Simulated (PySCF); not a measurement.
# Atomic charges by several schemes

C₄H₄F₂.
Z-matrix (Å and degrees, GFN2-xTB geometry), rows numbered from 1:
```
F 
C   1  1.3420
C   2  1.3292  1  122.31
C   3  1.4440  2  123.96  1    -0.03
C   4  1.3291  3  123.94  2   180.00
F   5  1.3418  4  122.30  3    -0.00
H   2  1.0793  1  112.00  3  -179.97
H   3  1.0788  2  118.37  1  -179.98
H   4  1.0787  3  117.64  2     0.02
H   5  1.0790  4  125.72  3  -179.96
```

Density: PBE0/pcSseg-1 (PySCF); schemes: Mulliken, IAO, Hirshfeld and ESP-fitted. Geometry: GFN2-xTB, one conformer, isolated molecule.

Question: Atoms with like bonding are taken together and averaged. Do the Mulliken, IAO, Hirshfeld and ESP-fitted schemes agree on where the charge is highest?

Answer: The schemes don't all agree: Mulliken C2/C5 (+0.275); IAO H8/H9 (+0.175); Hirshfeld H7/H10 (+0.063); ESP-fitted H7/H10 (+0.159).

Question: At which atom do the 4 schemes differ most?

Answer: At C2/C5: from -0.040 (ESP-fitted) to +0.275 e (Mulliken), 0.315 e apart.

Question: Tabulate the Mulliken, IAO, Hirshfeld and ESP-fitted charges.

Answer: In e; atoms taken as equivalent share a row and are averaged (×n: the atom named and its like, n in all):

```csv
atom,environment,Mulliken,IAO,Hirshfeld,ESP-fitted
F1/F6,vinyl fluorine,-0.275,-0.270,-0.080,-0.111
C2/C5,vinylic C–F carbon,+0.275,+0.141,+0.045,-0.040
C3/C4,alkene CH carbon,-0.238,-0.208,-0.080,-0.165
H7/H10,vinylic hydrogen,+0.107,+0.161,+0.063,+0.159
H8/H9,vinylic hydrogen,+0.131,+0.175,+0.052,+0.157
```

Mean size of the charges over all atoms: Mulliken 0.205 e, IAO 0.191 e, ESP-fitted 0.126 e, Hirshfeld 0.064 e. Each set sums to the total charge, 0, to within 0.001 e. The Hirshfeld scheme divides the density at each point in proportion to the densities of the neutral, spherically averaged free atoms. The IAO scheme projects the occupied orbitals on a minimal set of polarised atomic orbitals and counts the electrons in each atom's part of it.

Some averages cover members that differ in this geometry: C3/C4, ESP-fitted -0.189 to -0.142; C2/C5, ESP-fitted -0.057 to -0.022 e.

Question: How closely do the schemes follow one another over all atoms?

Answer: Correlation coefficient and root-mean-square difference: IAO with Hirshfeld 0.99, 0.131 e; Mulliken with IAO 0.95, 0.069 e; Mulliken with Hirshfeld 0.94, 0.157 e; Hirshfeld with ESP-fitted 0.87, 0.086 e; IAO with ESP-fitted 0.84, 0.110 e; Mulliken with ESP-fitted 0.65, 0.164 e.

Question: How many electrons does the Mulliken scheme count on C2?

Answer: Its own charge is +0.275 e, so Z − q = 5.725.

The run behind these numbers computed NMR shieldings as well. On an Arm Neoverse V1 with one thread, shared host, this took 8.2 s of wall time and 0.55 GiB of memory at its peak.
